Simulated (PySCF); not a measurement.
# Cost against result

Saddle point of CH10Si2, singlet (Si₂H₆ ([SiH3][SiH3]) + CH₄ → CH₆Si ([CH3][SiH3]) + SiH₄; bonds formed: Si1–C7, Si2–H6; bonds broken: Si1–Si2, H6–C7), PBE0-D4/def2-TZVP structure:

```xyz
13
angstrom
Si -0.2006 0.9083 0.7376
Si 1.4587 -1.1514 0.2662
H -1.2611 1.9899 0.7748
H -0.4380 0.1753 2.0080
H 1.0489 1.6916 0.5479
H -0.2222 -0.2341 -0.4570
C -1.3236 0.2877 -1.0210
H 2.3171 -0.8671 1.4558
H 0.9860 -2.5676 0.4079
H 2.3637 -1.1272 -0.9283
H -1.2119 -0.5349 -1.7385
H -1.2379 1.2384 -1.5463
H -2.2791 0.1911 -0.5067
```

Barriers are electronic and count from the start structure reached by relaxing down the imaginary mode.

PySCF 2.14 with density fitting (its default auxiliary sets; JK sets also for MP2 and CCSD(T)); basis: as named in each row; cores frozen in the correlated methods. B3LYP uses VWN-RPA correlation. Extrapolation: Hartree–Fock as exp(−7.88 √X), correlation as X^−2.97.

Times are rough, for one single point on 4 threads of a shared host (Arm Neoverse V2).

The estimate by CCSD(T) at an estimated basis limit (MP2 extrapolated from triple and quadruple zeta, plus CCSD(T) − MP2 in triple zeta) is 350.0 kJ/mol.

```tsv
method	basis	time (s)	barrier (kJ/mol)	method less estimate
HF	STO-3G	under 1	737.9	387.9
B3LYP-D4	6-31G	3	418.5	68.5
PBE0-D4	def2-SVP	5	335.7	-14.3
PBE-D4	def2-SVP	5	313.1	-36.9
MP2	def2-QZVPP	8	345.1	-4.9
SPW92	def2-TZVPP	13	274.9	-75.1
PBE0-D4	def2-TZVPP	16	326.5	-23.5
B3LYP-D4	def2-TZVPP	16	344.8	-5.2
PBE-D4	def2-TZVPP	17	305.6	-44.4
BHLYP-D4	def2-TZVPP	18	370.3	20.4
CCSD(T)	def2-SVP	39	382.5	32.5
r2SCAN-D4	def2-TZVPP	45	323.4	-26.6
wB97M-V	def2-TZVPP	260	344.8	-5.2
CCSD(T)	def2-TZVPP	900	354.8	4.8
```

All methods are single points on the PBE0-D4 structures.

The T1 diagnostic stays at or below 0.012.

Labels in which every atom is bracketed show which atoms are joined, not bond orders.
